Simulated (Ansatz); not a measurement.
## Ansatz (development build ahead of 0.2.0) run

```yaml
crystal:
  periodic: [false, false, false]
  atoms:
    - { symbol: C, position_ang: [0.0, 0.0, -0.63836] }
    - { symbol: F, position_ang: [0.0, 1.10569, 0.21279] }
    - { symbol: F, position_ang: [0.0, -1.10569, 0.21279] }
basis:
  gaussian: { orbitals: def2-TZVP }
hamiltonian:
  xc: hf
```

The input is written out in the form of the current development build from the run's settings.

The run gave:

```
Converged                       : yes
Total energy                    : -236.74367 hartree
Spin squared of the determinant : 0.000
```
